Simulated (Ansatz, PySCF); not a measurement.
System: dichloromethane, CH2Cl2, charge 0, multiplicity 1. SMILES: ClCCl
Coordinates optimised at B3LYP-D3(BJ)/def2-TZVP (Ansatz, a first-principles code):
```
C
H 1 1.0832
H 1 1.0832 2 111.91
Cl 1 1.7804 2 108.02 3 118.77
Cl 1 1.7804 2 108.02 3 -118.77
```
Charge 0, spin multiplicity 1.

Wanted: atomisation energy, in kcal/mol. Set-up: dispersion terms only where a functional's name holds one; frozen cores in correlated levels; non-relativistic; atomisation electronic, to ground-state atoms; spin-orbit terms left out; 6-311+G** with 5d, 6d on Na to Ar in Ansatz; UHF or UKS for open shells. Basis-set limits of correlation are two-point, X^-3; Hartree-Fock from the larger set. [CCSD(T)-MP2]/basis is that difference in the basis named. Ab initio and DFT rows: single points at B3LYP-D3(BJ) geometries (Ansatz).

```
species  coefficient  E at B3LYP/6-311+G** (Ansatz), Eh  E at M06-2X/def2-TZVPD (PySCF), Eh
-------  -----------  ---------------------------------  ----------------------------------
ClCCl             -1                         -959.76937                          -959.69651
C atom            +1                          -37.85727                           -37.84258
Cl atom           +2                         -460.16762                          -460.13314
H atom            +2                           -0.50216                            -0.49815
```

Coupled cluster (Ansatz) is a level with limits of its own, used here on species with T1 under 0.025 (0.045 for open shells) and stable references: RI-MP2/CBS(aug-cc-pV(T+d)Z,aug-cc-pV(Q+d)Z)+[CCSD(T)-MP2]/aug-cc-pV(T+d)Z. Value to compare with, RI-MP2/CBS(aug-cc-pV(T+d)Z,aug-cc-pV(Q+d)Z)+[CCSD(T)-MP2]/aug-cc-pV(T+d)Z (Ansatz): 371.4 kcal/mol. 1 Eh = 627.5095 kcal/mol.

**Question.** Work the quantity out at each level, and compare with RI-MP2/CBS(aug-cc-pV(T+d)Z,aug-cc-pV(Q+d)Z)+[CCSD(T)-MP2]/aug-cc-pV(T+d)Z (Ansatz).

**Answer.** 
- B3LYP/6-311+G**: the sum of coefficient times E is 0.57254 Eh, or 359.27 kcal/mol. Result: 359.3 kcal/mol. Its difference against RI-MP2/CBS(aug-cc-pV(T+d)Z,aug-cc-pV(Q+d)Z)+[CCSD(T)-MP2]/aug-cc-pV(T+d)Z (Ansatz) is -12.1 kcal/mol.
- M06-2X/def2-TZVPD: the sum of coefficient times E is 0.59135 Eh, or 371.08 kcal/mol. Result: 371.1 kcal/mol. Its difference against RI-MP2/CBS(aug-cc-pV(T+d)Z,aug-cc-pV(Q+d)Z)+[CCSD(T)-MP2]/aug-cc-pV(T+d)Z (Ansatz) is -0.3 kcal/mol.
